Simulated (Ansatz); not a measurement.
# C2H2O2: how energies converge with the basis set

Aim: see how fast density functionals converge with the basis set for C2H2O2.

Computed with Ansatz 0.2.0, Gaussian basis. Level: one geometry, several basis sets.

The runs, in order: PBE0-D4/def2-SVP; ωB97M-V/def2-SVP; PBE0-D4/def2-QZVPP; ωB97M-V/def2-QZVPP; the functionals' def2-TZVPP values are taken from earlier runs.

### Step 1. Structure used throughout

An earlier PBE0-D4 in a triple-zeta def2 set relaxation fixed the geometry.

SMILES `OC#CO`, 6 atoms, charge 0, spin multiplicity 1.

Atoms are counted from 1 here; the program's logs count them from 0.

Bond lengths: O1–C2 1.313 Å, O1–H5 0.964 Å, C2–C3 1.195 Å, C3–O4 1.313 Å, O4–H6 0.964 Å. Angles: C2–O1–H5 109.7°, O1–C2–C3 174.4°, C2–C3–O4 174.4°, C3–O4–H6 109.7°.

### Step 2. PBE0-D4 in def2-SVP

in.yaml

```yaml
crystal:
  periodic: [false, false, false]
  atoms:
    - {symbol: O, position_ang: [1.163403, 0.385799, -1.488445]}
    - {symbol: C, position_ang: [0.446515, 0.088611, -0.429644]}
    - {symbol: C, position_ang: [-0.171544, -0.079861, 0.579254]}
    - {symbol: O, position_ang: [-0.772316, -0.363132, 1.711558]}
    - {symbol: H, position_ang: [0.967028, -0.236021, -2.197875]}
    - {symbol: H, position_ang: [-1.590986, 0.140605, 1.778952]}
basis:
  gaussian: {orbitals: def2-SVP}
hamiltonian: {xc: pbe0, dispersion: d4}
output: {orbitals: {seedname: orbitals}}
```

On the command line:

```
> ansatz run in.yaml --threads 2 --pin off --events-out ev --progress --plain --max-ram 4352MiB
```

After this run come: ωB97M-V in def2-SVP; PBE0-D4 in def2-QZVPP; ωB97M-V in def2-QZVPP.

Q: Predict the results of all the runs planned. Wanted: PBE0-D4: double and triple zeta above quadruple; ωB97M-V: double and triple zeta above quadruple.

**Answer**, as computed:

| quantity | value |
| --- | --- |
| PBE0-D4: double and triple zeta above quadruple | 7.65, 0.34 eV |
| ωB97M-V: double and triple zeta above quadruple | 7.84, 0.32 eV |

**Reading.** PBE0-D4 gains 7.31 eV from double to triple zeta, then 0.34 eV more. Total energies overstate the basis error of differences, where much of it tends to cancel. The LUMO of ωB97M-V is positive and keeps falling with the basis (2.90 to 1.39 eV): an unbound level that the basis holds in place.
